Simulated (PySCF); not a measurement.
**Bond curve of NH⁺**

Set-up: PySCF, no relativity, basis sets H aug-pcseg-1, N aug-pcseg-1. Energies in eV from H⁺ + N in their ground configurations at the same level. State: ⁴Σ⁻ (quartet), unpaired electrons σ ↑, π ↑↑.

All columns are PBE0. A positive dipole points towards N; it is taken about the centre of mass and depends on that origin.

| R (Å) | E (eV) | μ (D) | Mulliken charge on H (basis-dependent) | HOMO (eV) | LUMO (eV) | Mayer bond order | ⟨S²⟩ |
| --- | --- | --- | --- | --- | --- | --- | --- |
| 0.951 | -3.203 | -1.18 | 0.48 | -22.81 | -17.14 | 0.72 | 3.75 |
| 0.995 | -3.427 | -1.33 | 0.54 | -22.63 | -17.06 | 0.66 | 3.75 |
| 1.040 | -3.554 | -1.49 | 0.59 | -22.45 | -16.97 | 0.60 | 3.75 |
| 1.073 | -3.599 | -1.61 | 0.63 | -22.32 | -16.90 | 0.55 | 3.75 |
| 1.106 | -3.612 | -1.74 | 0.66 | -22.19 | -16.82 | 0.51 | 3.75 |
| 1.139 | -3.600 | -1.87 | 0.69 | -22.06 | -16.75 | 0.47 | 3.75 |
| 1.183 | -3.552 | -2.04 | 0.72 | -21.88 | -16.64 | 0.43 | 3.75 |
| 1.239 | -3.458 | -2.26 | 0.75 | -21.67 | -16.49 | 0.38 | 3.75 |
| 1.305 | -3.313 | -2.52 | 0.78 | -21.42 | -16.31 | 0.34 | 3.75 |
| 1.394 | -3.095 | -2.86 | 0.79 | -21.12 | -16.03 | 0.31 | 3.75 |

A fit through these points gives, at Re = 1.105 Å, μ = -1.74 D and dμ/dR = -3.84 D/Å; the reduced mass is 0.9402 u.

Q: How strong is the fundamental in the double-harmonic approximation, I = 42.26·(dμ/dR)²/μred km/mol?

A: I = 42.26·(-3.84)²/0.9402 = 663 km/mol at PBE0.

For an ion De counts to the pair picked by the measured ionisation energies or electron affinities, which need not be the lowest pair at this level. The state was picked by a PBE0 search and need not be the measured ground state.
